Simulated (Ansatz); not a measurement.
# FH2NSi: one species, many methods

Aim: compute FH2NSi with functionals from several rungs and with coupled cluster. The yardstick is the atomisation energy at the CCSD(T) limit.

Method: functionals in def2-TZVPP, the program's frozen cores in correlated methods; program: Ansatz 0.2.0, Gaussian basis.

The runs, in order: LDA (SPW92), PBE-D4, revPBE-D4, BLYP-D4, r2SCAN-D4, B97M-V, PBE0-D4, B3LYP-D4, r2SCANh-D4, r2SCAN0-D4, HSE06-D4, BHLYP-D4, CAM-B3LYP-D4, LC-ωPBE, ωB97X-V, ωB97M-V, B2PLYP, PBE-QIDH; CCSD(T)/def2-SVP; CCSD(T)/def2-TZVPP; CCSD(T)/def2-QZVPP; extrapolation to the limit; RPA on PBE.

**1. The relaxed structure**

All runs share one geometry, relaxed beforehand with PBE0-D4 in a triple-zeta def2 set.

SMILES `N[Si]F`, 5 atoms, charge 0, spin multiplicity 1.

Atoms are counted from 1 here; the program's logs count them from 0.

Bond lengths: N1–Si2 1.702 Å, N1–H4 1.010 Å, N1–H5 1.008 Å, Si2–F3 1.622 Å. Angles: Si2–N1–H4 125.0°, Si2–N1–H5 122.2°, H4–N1–H5 112.8°, N1–Si2–F3 98.5°.

**2. LDA**

This LDA is Slater exchange with PW92 correlation.

in.yaml reads:

```yaml
crystal:
  periodic: [false, false, false]
  atoms:
    - {symbol: N, position_ang: [-0.421316, 0.240078, -0.331101]}
    - {symbol: Si, position_ang: [0.136060, -1.133622, 0.505086]}
    - {symbol: F, position_ang: [1.565377, -0.548773, 1.001534]}
    - {symbol: H, position_ang: [0.085433, 1.109563, -0.420886]}
    - {symbol: H, position_ang: [-1.315653, 0.259055, -0.796032]}
basis:
  gaussian: {orbitals: def2-TZVPP}
hamiltonian: {xc: lda}
output: {orbitals: {seedname: orbitals}}
```

The runs that follow: PBE-D4 (GGA); revPBE-D4 (GGA); BLYP-D4 (GGA); r2SCAN-D4 (meta-GGA); B97M-V (meta-GGA); PBE0-D4 (hybrid); B3LYP-D4 (hybrid); r2SCANh-D4 (hybrid); r2SCAN0-D4 (hybrid); HSE06-D4 (hybrid); BHLYP-D4 (hybrid); CAM-B3LYP-D4 (range-separated); LC-ωPBE-D4 (range-separated); ωB97X-V (range-separated); ωB97M-V (range-separated); B2PLYP (double hybrid); PBE-QIDH (double hybrid); CCSD(T) in def2-SVP; CCSD(T) in def2-TZVPP; CCSD(T) in def2-QZVPP; RPA on PBE orbitals.

**Question.** What will the summary of the whole plan be? Wanted: atomisation energy, CCSD(T)/CBS; farthest beyond LDA; mean size of error, GGA; mean size of error, meta-GGA; mean size of error, hybrid; mean size of error, range-separated; mean size of error, double hybrid; gap, smallest and largest; T1 diagnostic.

**Answer**, as computed:

| quantity | value |
| --- | --- |
| atomisation energy, CCSD(T)/CBS | 18.989 eV |
| functionals within 0.095 eV (0.5 %) | B97M-V, B3LYP-D4, ωB97X-V |
| farthest beyond LDA | BHLYP-D4 (-0.844 eV) |
| mean size of error, GGA | 0.254 eV |
| mean size of error, meta-GGA | 0.141 eV |
| mean size of error, hybrid | 0.442 eV |
| mean size of error, range-separated | 0.129 eV |
| mean size of error, double hybrid | 0.361 eV |
| gap, smallest and largest | 4.02 eV (LDA (SPW92)), 10.87 eV (LC-ωPBE) |
| T1 diagnostic | 0.0137 |
| triples share of the correlation energy | 3.4 % |

The LDA atomisation energy is off by 2.847 eV (15 %): it overbinds. PBE-D4 is off by +0.311 eV. Double hybrids carry the basis error of their MP2 part in triple zeta, and no dispersion term here, so their miss is partly the set-up's. Taken by rung, range-separated functionals do best (0.129 eV on average) and hybrid ones worst beyond LDA (0.442 eV). The gap between the best rungs is small, so their order is not settled. The mean of the hybrids holds BHLYP, with half exact exchange. Misses under about 0.095 eV are within the doubt on the reference itself, which lacks core-valence correlation, relativity and higher excitations. Hartree-Fock recovers 68 % of the binding; the rest is correlation. CCSD(T) in def2-SVP is off by -1.881 eV, so the small basis spoils what the method gains. The gap grows from 4.0 to 10.9 eV across the functionals, mostly with the share of exact exchange.
